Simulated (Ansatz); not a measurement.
A nudged elastic band was laid between two geometries of ClH + H4Si (7 atoms, charge 0, multiplicity 1).

All numbers below come from RKS B3LYP/def2-TZVP in Ansatz 0.2.0.

| Quantity | Value |
| --- | --- |
| movable images | 7 |
| climbing image | yes |
| spring | 5.0 eV/Å² |
| optimiser | quadratic models (default) |
| start path | through a guess of the saddle point |
| force threshold | 0.03 eV/Å |
| iteration limit | 60 |
| end points | relaxed |

Initial state:

```xyz
7
Properties=species:S:1:pos:R:3
Si 0.408 0.000 -0.274
H -0.105 0.000 1.121
H 1.888 0.000 -0.233
H -0.083 1.212 -0.966
H -0.083 -1.212 -0.966
Cl -3.268 0.000 2.297
H -2.016 0.000 2.010
```

Final state:

```xyz
7
Properties=species:S:1:pos:R:3
Si -0.278 0.000 -0.949
H -0.414 0.000 4.029
H 0.735 0.000 0.125
H -0.149 1.213 -1.781
H -0.149 -1.213 -1.781
Cl -2.154 0.000 -0.078
H -0.851 0.000 3.426
```

**Question.** What changes between the two ends?

**Answer.** Bonds broken: Si1–H2, Cl6–H7. Bonds formed: Si1–Cl6, H2–H7. ClH + H4Si becomes ClH3Si + H2.

**Question.** Give the energies along the band, and the barrier.

**Answer.** It converged. The highest image is number 3 of 0 to 8, 38.9 kcal/mol above the first end and 54.7 kcal/mol above the last; the last end lies 15.8 kcal/mol below the first. Neighbouring images differ by up to 1.4 eV, so the band resolves the path poorly. A vibrational analysis at the climbing image gives one clearly imaginary mode, 881i cm⁻¹: a first-order saddle point. The orbitals stay closed-shell, which can raise the energy where a bond breaks towards radicals; this wasn't checked here.

```
image  path coordinate (Å)  energy (kcal/mol)  Si1–H2 (Å)  Cl6–H7 (Å)  Si1–Cl6 (Å)
    0                 0.00                0.0        1.49        1.28         4.49
    1                 0.89                0.4        1.49        1.29         3.93
    2                 1.79                6.9        1.50        1.31         3.14
    3                 2.68               38.9        1.72        1.76         2.54
    4                 3.47               15.0        2.23        2.11         2.18
    5                 4.25               -7.8        2.82        2.42         2.08
    6                 5.04              -14.7        3.51        2.88         2.07
    7                 5.83              -15.7        4.27        3.30         2.07
    8                 6.61              -15.8        4.98        3.74         2.07
```

**Question.** What is the geometry of the highest image?

**Answer.** 
```xyz
7
Properties=species:S:1:pos:R:3:forces:R:3
Si -0.171 0.000 -0.041 0.00 0.00 0.00
H 0.024 0.000 1.663 0.00 0.00 0.00
H 1.319 0.000 0.036 0.00 0.00 0.00
H -0.538 1.284 -0.649 0.00 0.00 0.00
H -0.538 -1.284 -0.649 0.00 0.00 0.00
Cl -2.495 0.000 0.989 0.00 0.00 0.00
H -0.861 0.000 1.641 0.00 0.00 0.00
```

Run time: 5.7 min on 2 threads of Arm Neoverse N1, on a shared host, peak memory 0.17 GiB.
